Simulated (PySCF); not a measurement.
# P, P⁺, P²⁺, P³⁺, P⁻: ionisation energies and electron affinity in aug-cc-pV(Q+d)Z

Wanted: the ionisation energy and electron affinity of phosphorus, up a ladder of methods.

The numbers are computed with PySCF 2.14.0 (unrestricted determinants in a Gaussian basis, no spin-orbit coupling in the energies), except any that are marked as measured or tabulated.

**1. Starting point**

- Element: phosphorus (Z = 15)
- Basis: aug-cc-pV(Q+d)Z (7s6p5d3f2g, 89 functions)
- Hamiltonian: the non-relativistic Hamiltonian (point nucleus)
- State 1: P: [Ne] 3s2 3p3, high-spin 4S determinant
- State 2: P⁺: [Ne] 3s2 3p2, high-spin 3P determinant
- State 3: P²⁺: [Ne] 3s2 3p1, 2P determinant
- State 4: P³⁺: [Ne] 3s2, closed-shell 1S
- State 5: P⁻: [Ne] 3s2 3p4, high-spin 3P determinant
- Methods: CCSD(T)
- Core shells frozen in the correlated runs: valence: [Ne] (for P)

The outer shells:

P [Ne] 3s2 3p3
```
[Ne] core
3s [↑↓]
3p [↑ ][↑ ][↑ ]
```

P+ [Ne] 3s2 3p2
```
[Ne] core
3s [↑↓]
3p [↑ ][↑ ][  ]
```

P2+ [Ne] 3s2 3p1
```
[Ne] core
3s [↑↓]
3p [↑ ][  ][  ]
```

P3+ [Ne] 3s2
```
[Ne] core
3s [↑↓]
```

The runs were made by one driver on top of PySCF. The scripts below sum up each run's settings (the driver also hands on starting orbitals that pick excited configurations, and frozen orbitals as a list rather than a count), and the logs come from the driver's own runs. The driver starts from symmetry-adapted Hartree-Fock orbitals, holds the occupation by maximum overlap and uses a logarithmic radial grid for functionals, so a plain start would take other cycles.

The integrals over 89 functions and the set-up took 0.83 s of CPU time.

**2. P, at CCSD(T) (valence)**

Level: CCSD(T) (valence).

Input file input.py:

```python
from pyscf import gto, scf, dft, mp, cc
import basis_set_exchange as bse
mol = gto.M(atom="P 0 0 0", charge=0, spin=3, symmetry="D2h",
            basis=gto.basis.parse(bse.get_basis("aug-cc-pV(Q+d)Z", elements=["P"], fmt="nwchem")))
mf = scf.UHF(mol)
mf.irrep_nelec = {'Ag': (3, 3), 'B1u': (2, 1), 'B2u': (2, 1), 'B3u': (2, 1)}
mf.kernel()
mycc = cc.CCSD(mf, frozen=5).run()
mycc.ccsd_t()
```

Standard output:

```text
CC2 = 0
CCSD nocc = (np.int64(4), np.int64(1)), nmo = (84, 84)
frozen orbitals [[0, 1, 2, 3, 4], [0, 1, 2, 3, 4]]
max_cycle = 100
direct = 0
conv_tol = 1e-08
conv_tol_normt = 1e-06
diis_space = 8
diis_start_cycle = 0
Init t2, MP2 energy = -0.0895979560993677
Init E_corr(UCCSD) = -0.0895979561007556
cycle = 1  E_corr(UCCSD) = -0.101455622684378  dE = -0.0118576666  norm(t1,t2) = 0.04149
cycle = 2  E_corr(UCCSD) = -0.104095410823827  dE = -0.00263978814  norm(t1,t2) = 0.0125979
cycle = 3  E_corr(UCCSD) = -0.105258144086746  dE = -0.00116273326  norm(t1,t2) = 0.00480364
cycle = 4  E_corr(UCCSD) = -0.105242141794263  dE = 1.60022925e-05  norm(t1,t2) = 0.000764201
cycle = 5  E_corr(UCCSD) = -0.105240949291095  dE = 1.19250317e-06  norm(t1,t2) = 0.000102929
cycle = 6  E_corr(UCCSD) = -0.105240946974514  dE = 2.31658132e-09  norm(t1,t2) = 2.57835e-05
cycle = 7  E_corr(UCCSD) = -0.105240989411938  dE = -4.24374242e-08  norm(t1,t2) = 9.36313e-06
cycle = 8  E_corr(UCCSD) = -0.105241021748818  dE = -3.23368804e-08  norm(t1,t2) = 1.93519e-06
cycle = 9  E_corr(UCCSD) = -0.105241006701942  dE = 1.50468758e-08  norm(t1,t2) = 3.90763e-07
cycle = 10  E_corr(UCCSD) = -0.10524100695292  dE = -2.50977253e-10  norm(t1,t2) = 9.60861e-08
UCCSD converged
E(UCCSD) = -340.8239821958591  E_corr = -0.1052410069529195
UCCSD(T) correction = -0.0046457609987751
```

CPU time 18 s on a shared host, the integrals not counted.

CCSD correlation -0.10524 hartree, triples -0.00465; total -340.828628. T1 = 0.005, largest double amplitude 0.038.

**3. P⁺, at CCSD(T) (valence)**

Level: CCSD(T) (valence).

Input file input.py:

```python
from pyscf import gto, scf, dft, mp, cc
import basis_set_exchange as bse
mol = gto.M(atom="P 0 0 0", charge=1, spin=2, symmetry="D2h",
            basis=gto.basis.parse(bse.get_basis("aug-cc-pV(Q+d)Z", elements=["P"], fmt="nwchem")))
mf = scf.UHF(mol)
mf.irrep_nelec = {'Ag': (3, 3), 'B1u': (2, 1), 'B2u': (2, 1), 'B3u': (1, 1)}
mf.kernel()
mycc = cc.CCSD(mf, frozen=5).run()
mycc.ccsd_t()
```

Standard output:

```text
CC2 = 0
CCSD nocc = (np.int64(3), np.int64(1)), nmo = (84, 84)
frozen orbitals [[0, 1, 2, 3, 4], [0, 1, 2, 3, 4]]
max_cycle = 100
direct = 0
conv_tol = 1e-08
conv_tol_normt = 1e-06
diis_space = 8
diis_start_cycle = 0
Init t2, MP2 energy = -0.0668400960093233
Init E_corr(UCCSD) = -0.0668400960159028
cycle = 1  E_corr(UCCSD) = -0.0791798428014705  dE = -0.0123397468  norm(t1,t2) = 0.0492007
cycle = 2  E_corr(UCCSD) = -0.0829062846736022  dE = -0.00372644187  norm(t1,t2) = 0.0198223
cycle = 3  E_corr(UCCSD) = -0.0853506658173354  dE = -0.00244438114  norm(t1,t2) = 0.00937685
cycle = 4  E_corr(UCCSD) = -0.0853417579083922  dE = 8.90790894e-06  norm(t1,t2) = 0.00174491
cycle = 5  E_corr(UCCSD) = -0.0853598206483488  dE = -1.806274e-05  norm(t1,t2) = 0.000252027
cycle = 6  E_corr(UCCSD) = -0.0853534656722794  dE = 6.35497607e-06  norm(t1,t2) = 5.26154e-05
cycle = 7  E_corr(UCCSD) = -0.0853560807192753  dE = -2.615047e-06  norm(t1,t2) = 1.06624e-05
cycle = 8  E_corr(UCCSD) = -0.0853557703065783  dE = 3.10412697e-07  norm(t1,t2) = 2.09285e-06
cycle = 9  E_corr(UCCSD) = -0.0853557009541805  dE = 6.93523978e-08  norm(t1,t2) = 4.33847e-07
cycle = 10  E_corr(UCCSD) = -0.0853557280602121  dE = -2.71060316e-08  norm(t1,t2) = 1.30449e-07
cycle = 11  E_corr(UCCSD) = -0.0853557267496567  dE = 1.31055541e-09  norm(t1,t2) = 3.15211e-08
UCCSD converged
E(UCCSD) = -340.4400487660849  E_corr = -0.08535572674965669
UCCSD(T) correction = -0.00266454103605447
```

CPU time 15 s on a shared host, the integrals not counted.

CCSD correlation -0.08536 hartree, triples -0.00266; total -340.442713. T1 = 0.010, largest double amplitude 0.102.

**4. P²⁺, at CCSD(T) (valence)**

Level: CCSD(T) (valence).

Input file input.py:

```python
from pyscf import gto, scf, dft, mp, cc
import basis_set_exchange as bse
mol = gto.M(atom="P 0 0 0", charge=2, spin=1, symmetry="D2h",
            basis=gto.basis.parse(bse.get_basis("aug-cc-pV(Q+d)Z", elements=["P"], fmt="nwchem")))
mf = scf.UHF(mol)
mf.irrep_nelec = {'Ag': (3, 3), 'B1u': (1, 1), 'B2u': (2, 1), 'B3u': (1, 1)}
mf.kernel()
mycc = cc.CCSD(mf, frozen=5).run()
mycc.ccsd_t()
```

Standard output:

```text
CC2 = 0
CCSD nocc = (np.int64(2), np.int64(1)), nmo = (84, 84)
frozen orbitals [[0, 1, 2, 3, 4], [0, 1, 2, 3, 4]]
max_cycle = 100
direct = 0
conv_tol = 1e-08
conv_tol_normt = 1e-06
diis_space = 8
diis_start_cycle = 0
Init t2, MP2 energy = -0.0489648642264644
Init E_corr(UCCSD) = -0.0489648642281374
cycle = 1  E_corr(UCCSD) = -0.0596079284618663  dE = -0.0106430642  norm(t1,t2) = 0.049966
cycle = 2  E_corr(UCCSD) = -0.0635652675801657  dE = -0.00395733912  norm(t1,t2) = 0.0220599
cycle = 3  E_corr(UCCSD) = -0.0665744740373357  dE = -0.00300920646  norm(t1,t2) = 0.0104334
cycle = 4  E_corr(UCCSD) = -0.0665527404414316  dE = 2.17335959e-05  norm(t1,t2) = 0.00126298
cycle = 5  E_corr(UCCSD) = -0.0665770904440724  dE = -2.43500026e-05  norm(t1,t2) = 0.000155128
cycle = 6  E_corr(UCCSD) = -0.0665689271557914  dE = 8.16328828e-06  norm(t1,t2) = 2.98051e-05
cycle = 7  E_corr(UCCSD) = -0.0665716309265462  dE = -2.70377075e-06  norm(t1,t2) = 9.49233e-06
cycle = 8  E_corr(UCCSD) = -0.0665712204126297  dE = 4.10513917e-07  norm(t1,t2) = 2.12128e-06
cycle = 9  E_corr(UCCSD) = -0.0665711552543048  dE = 6.51583249e-08  norm(t1,t2) = 3.1241e-07
cycle = 10  E_corr(UCCSD) = -0.066571176325683  dE = -2.10713782e-08  norm(t1,t2) = 9.26427e-08
cycle = 11  E_corr(UCCSD) = -0.0665711752197391  dE = 1.10594389e-09  norm(t1,t2) = 4.53133e-08
UCCSD converged
E(UCCSD) = -339.7168307500426  E_corr = -0.06657117521973908
UCCSD(T) correction = -0.00114972501726458
```

It used 13 s of CPU time after the integrals (shared host).

CCSD correlation -0.06657 hartree, triples -0.00115; total -339.717980. T1 = 0.012, largest double amplitude 0.108.

**5. P³⁺: CCSD(T) (valence)**

Level: CCSD(T) (valence).

Input file input.py:

```python
from pyscf import gto, scf, dft, mp, cc
import basis_set_exchange as bse
mol = gto.M(atom="P 0 0 0", charge=3, spin=0, symmetry="D2h",
            basis=gto.basis.parse(bse.get_basis("aug-cc-pV(Q+d)Z", elements=["P"], fmt="nwchem")))
mf = scf.UHF(mol)
mf.irrep_nelec = {'Ag': (3, 3), 'B1u': (1, 1), 'B2u': (1, 1), 'B3u': (1, 1)}
mf.kernel()
mycc = cc.CCSD(mf, frozen=5).run()
mycc.ccsd_t()
```

Standard output:

```text
CC2 = 0
CCSD nocc = 1, nmo = 84
frozen orbitals [0, 1, 2, 3, 4]
max_cycle = 100
direct = 0
conv_tol = 1e-08
conv_tol_normt = 1e-06
diis_space = 8
diis_start_cycle = 0
Init t2, MP2 energy = -338.599820644807  E_corr(MP2) -0.036921987065807
Init E_corr(CCSD) = -0.0369219870659764
cycle = 1  E_corr(CCSD) = -0.0446785078333821  dE = -0.00775652077  norm(t1,t2) = 0.0432978
cycle = 2  E_corr(CCSD) = -0.0478888937439746  dE = -0.00321038591  norm(t1,t2) = 0.0192313
cycle = 3  E_corr(CCSD) = -0.0503568623529919  dE = -0.00246796861  norm(t1,t2) = 0.00871582
cycle = 4  E_corr(CCSD) = -0.0503443074653283  dE = 1.25548877e-05  norm(t1,t2) = 0.000382637
cycle = 5  E_corr(CCSD) = -0.0503500703128949  dE = -5.76284757e-06  norm(t1,t2) = 2.03833e-05
cycle = 6  E_corr(CCSD) = -0.0503491430070875  dE = 9.27305807e-07  norm(t1,t2) = 3.41354e-06
cycle = 7  E_corr(CCSD) = -0.0503491125869003  dE = 3.04201872e-08  norm(t1,t2) = 1.77218e-07
cycle = 8  E_corr(CCSD) = -0.0503491198850299  dE = -7.29812957e-09  norm(t1,t2) = 5.67202e-08
CCSD converged
E(CCSD) = -338.6132477776259  E_corr = -0.05034911988502989
```

It used 3.1 s of CPU time after the integrals (shared host).

CCSD correlation -0.05035 hartree, triples 0.00000; total -338.613248. T1 = 0.005, largest double amplitude 0.114. With two correlated electrons the triples vanish and CCSD is exact in this space.

**6. P⁻: CCSD(T) (valence)**

Level: CCSD(T) (valence).

Input file input.py:

```python
from pyscf import gto, scf, dft, mp, cc
import basis_set_exchange as bse
mol = gto.M(atom="P 0 0 0", charge=-1, spin=2, symmetry="D2h",
            basis=gto.basis.parse(bse.get_basis("aug-cc-pV(Q+d)Z", elements=["P"], fmt="nwchem")))
mf = scf.UHF(mol)
mf.irrep_nelec = {'Ag': (3, 3), 'B1u': (2, 1), 'B2u': (2, 2), 'B3u': (2, 1)}
mf.kernel()
mycc = cc.CCSD(mf, frozen=5).run()
mycc.ccsd_t()
```

Standard output:

```text
CC2 = 0
CCSD nocc = (np.int64(4), np.int64(2)), nmo = (84, 84)
frozen orbitals [[0, 1, 2, 3, 4], [0, 1, 2, 3, 4]]
max_cycle = 100
direct = 0
conv_tol = 1e-08
conv_tol_normt = 1e-06
diis_space = 8
diis_start_cycle = 0
Init t2, MP2 energy = -0.121393965614103
Init E_corr(UCCSD) = -0.121393965621898
cycle = 1  E_corr(UCCSD) = -0.134371424150969  dE = -0.0129774585  norm(t1,t2) = 0.0515175
cycle = 2  E_corr(UCCSD) = -0.137851232857496  dE = -0.00347980871  norm(t1,t2) = 0.0194851
cycle = 3  E_corr(UCCSD) = -0.139715031856361  dE = -0.001863799  norm(t1,t2) = 0.00997487
cycle = 4  E_corr(UCCSD) = -0.139766863749934  dE = -5.18318936e-05  norm(t1,t2) = 0.00349204
cycle = 5  E_corr(UCCSD) = -0.139701287373147  dE = 6.55763768e-05  norm(t1,t2) = 0.00184655
cycle = 6  E_corr(UCCSD) = -0.139718278338411  dE = -1.69909653e-05  norm(t1,t2) = 0.000806108
cycle = 7  E_corr(UCCSD) = -0.139725016583503  dE = -6.73824509e-06  norm(t1,t2) = 0.000265335
cycle = 8  E_corr(UCCSD) = -0.139723761512111  dE = 1.25507139e-06  norm(t1,t2) = 0.000140934
cycle = 9  E_corr(UCCSD) = -0.139724005719613  dE = -2.44207502e-07  norm(t1,t2) = 5.22459e-05
cycle = 10  E_corr(UCCSD) = -0.139724006268888  dE = -5.49274265e-10  norm(t1,t2) = 1.69495e-05
cycle = 11  E_corr(UCCSD) = -0.139723969853838  dE = 3.64150495e-08  norm(t1,t2) = 5.85358e-06
cycle = 12  E_corr(UCCSD) = -0.139724046587828  dE = -7.67339903e-08  norm(t1,t2) = 2.35254e-06
cycle = 13  E_corr(UCCSD) = -0.13972406239883  dE = -1.58110015e-08  norm(t1,t2) = 9.33061e-07
cycle = 14  E_corr(UCCSD) = -0.139724060790683  dE = 1.60814714e-09  norm(t1,t2) = 3.12092e-07
UCCSD converged
E(UCCSD) = -340.8466053911603  E_corr = -0.1397240607906828
UCCSD(T) correction = -0.00733074558034459
```

It used 22 s of CPU time after the integrals (shared host).

CCSD correlation -0.13972 hartree, triples -0.00733; total -340.853936. T1 = 0.015, largest double amplitude 0.042.

**7. The energy differences**

Ionisation energy: P [Ne] 3s2 3p3 (4S) → P⁺ [Ne] 3s2 3p2 (3P).

| method | value (eV) | error (eV) |
| --- | --- | --- |
| UHF | 9.906 | -0.620 |
| MP2 (valence) | 10.526 | -0.000 |
| SCS-MP2 (valence) | 10.345 | -0.180 |
| CCSD (valence) | 10.447 | -0.078 |
| CCSD(T) (valence) | 10.501 | -0.025 |

Reference: 10.526 eV (measured; NIST levels, between the centres of gravity of the two terms). Errors of the correlated levels include the incompleteness of this basis.

Ionisation energy: P⁺ [Ne] 3s2 3p2 (3P) → P²⁺ [Ne] 3s2 3p1 (2P).

| method | value (eV) | less the reference (eV) |
| --- | --- | --- |
| UHF | 19.169 | -0.607 |
| MP2 (valence) | 19.655 | -0.121 |
| SCS-MP2 (valence) | 19.565 | -0.211 |
| CCSD (valence) | 19.680 | -0.096 |
| CCSD(T) (valence) | 19.721 | -0.055 |

Reference: 19.769 eV (semi-empirical (NIST evaluation); NIST Atomic Spectra Database, ionization energies). A first-order spin-orbit estimate (lowest level to lowest level, LS coupling) adds -0.006 eV; the last energy column includes it. Errors of the correlated levels include the incompleteness of this basis.

Ionisation energy: P²⁺ [Ne] 3s2 3p1 (2P) → P³⁺ [Ne] 3s2 (1S).

| method | value (eV) | error (eV) |
| --- | --- | --- |
| UHF | 29.589 | -0.574 |
| MP2 (valence) | 29.916 | -0.246 |
| SCS-MP2 (valence) | 29.910 | -0.252 |
| CCSD (valence) | 30.030 | -0.132 |
| CCSD(T) (valence) | 30.061 | -0.101 |

Reference: 30.203 eV (measured; NIST Atomic Spectra Database, ionization energies). A first-order spin-orbit estimate (lowest level to lowest level, LS coupling) adds 0.040 eV; the last energy column includes it. Errors of the correlated levels include the incompleteness of this basis.

**8. The energy differences, continued**

Electron affinity: P⁻ [Ne] 3s2 3p4 (3P) → P [Ne] 3s2 3p3 (4S).

| method | value (eV) | error (eV) |
| --- | --- | --- |
| UHF | -0.3227 | -1.0574 |
| MP2 (valence) | 0.5425 | -0.1922 |
| SCS-MP2 (valence) | 0.6283 | -0.1064 |
| CCSD (valence) | 0.6156 | -0.1191 |
| CCSD(T) (valence) | 0.6887 | -0.0460 |

Reference: 0.747 eV (measured; CRC Handbook (2014) and Andersen, Phys. Rep. 394, 157 (2004), with later updates, as tabulated in the mendeleev Python package). A first-order spin-orbit estimate (lowest level to lowest level, LS coupling) adds 0.012 eV; the last energy column includes it. Errors of the correlated levels include the incompleteness of this basis.

The runs at UHF, MP2 (valence) are not shown; their differences are listed all the same.

**9. Summary of results**

| quantity | value |
| --- | --- |
| ionisation energy, P | UHF 9.906, CCSD(T) (valence) 10.501 eV; reference 10.526 |
| ionisation energy, P⁺ | UHF 19.169, CCSD(T) (valence) 19.721 eV; reference 19.769 |
| ionisation energy, P²⁺ | UHF 29.589, CCSD(T) (valence) 30.061 eV; reference 30.203 |
| electron affinity, P | UHF -0.323, CCSD(T) (valence) 0.689 eV; reference 0.747 |

Each level's miss (mean over 3 differences):

| method | mean absolute miss against the measured values (with the measured fine structure taken into account where it is known) (eV) |
| --- | --- |
| UHF | 0.750 |
| MP2 (valence) | 0.146 |
| SCS-MP2 (valence) | 0.180 |
| CCSD (valence) | 0.110 |
| CCSD(T) (valence) | 0.057 |

**Reading.** Against experiment CCSD(T) (valence) comes closest (mean absolute error over 3 measured values 0.06 eV) and UHF is farthest (0.75 eV). Hartree-Fock falls short because the species with more electrons holds more correlation energy, which it lacks. All values hold for this basis alone; no basis-set limit was taken.
